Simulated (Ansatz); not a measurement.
The input, for Ansatz 0.2.0:

```yaml
crystal:
  periodic: [false, false, false]
  atoms:
    - {symbol: Ge, position_ang: [0.000000, 0.000000, 1.100612]}
    - {symbol: As, position_ang: [0.000000, 0.000000, -1.120153]}
    - {symbol: H, position_ang: [0.000000, 1.266184, 1.971938]}
    - {symbol: H, position_ang: [0.000000, -1.266184, 1.971938]}
basis:
  gaussian: {orbitals: cc-pVTZ}
magnetization: {spin_polarized: false, initial_magnetization: 3}
correlation: {method: bccd_t, electrons: outside_noble_gas}
```

```sh
$ ansatz run in.yaml --threads 2 --pin off --events-out ev --progress --plain --max-ram 24576MiB --backend cuda --devices 0, --max-vram 18GiB
```

Log:

```
719 factors; integrals over basis functions are off by at most 1.3e-3 eV
mean field evaluation 1: about -117300.3603 eV, gradient 9.8e0 eV
mean field evaluation 2: about -117300.3627 eV, gradient 9.8e0 eV
mean field evaluation 4: about -117301.1862 eV, gradient 1.7e0 eV
mean field evaluation 8: about -117301.1948 eV, gradient 2.9e-4 eV
mean field evaluation 16: about -117301.1945 eV, gradient 2.5e-1 eV
mean field evaluation 32: about -117298.7823 eV, gradient 1.8e-4 eV
mean field evaluation 64: about -117298.1363 eV, gradient 3.6e-4 eV
mean field -117301.19484241 eV, -4310.7394008532 hartree, gradient 3.0e-6 eV, S^2 3.750000; 2 other end points of the search recorded, 0 dependent functions left out
determinant -117301.19484241 eV, -4310.7394008532 hartree, with singles and doubles -117307.57182500 eV, -4310.9737506405 hartree
determinant -117298.78229294 eV, -4310.6507412953 hartree, with singles and doubles -117305.41535623 eV, -4310.8945018750 hartree
determinant -117298.44440957 eV, -4310.6383243103 hartree, with singles and doubles -117304.91020525 eV, -4310.8759379191 hartree
28 core orbitals not correlated: weight in the atoms' cores, before any rotation towards them, 0.999 or more for the frozen orbitals, at most 0.001 for the correlated occupied ones
reference -117301.19484241 eV, -4310.7394008532 hartree; 7, 4 occupied and 79, 82 virtual orbitals, 719 factors
second order -5.25132406 eV of doubles, -0.13052551 eV of singles
cycle   1  -6.27591545 eV  change   -4.0e-1 eV  update   1.8e-2
cycle   2  -6.28333306 eV  change   -7.4e-3 eV  update   4.1e-3
cycle   3  -6.28321562 eV  change    1.2e-4 eV  update   1.4e-3
cycle   4  -6.28300439 eV  change    2.1e-4 eV  update   5.2e-4
cycle   5  -6.28282176 eV  change    1.8e-4 eV  update   2.1e-4
cycle   6  -6.28277927 eV  change    4.2e-5 eV  update   8.3e-5
cycle   7  -6.28278985 eV  change   -1.1e-5 eV  update   3.2e-5
cycle   8  -6.28279395 eV  change   -4.1e-6 eV  update   1.2e-5
perturbative correction -0.23417660 eV, -0.0086058312 hartree
Total energy: -117307.71181296 eV, -4310.9788951034 hartree
```

Ran on 2 threads of AMD EPYC 7R13 with a shared H100 80 GB, shared host: 5.5 s wall, 0.82 GiB peak host memory.
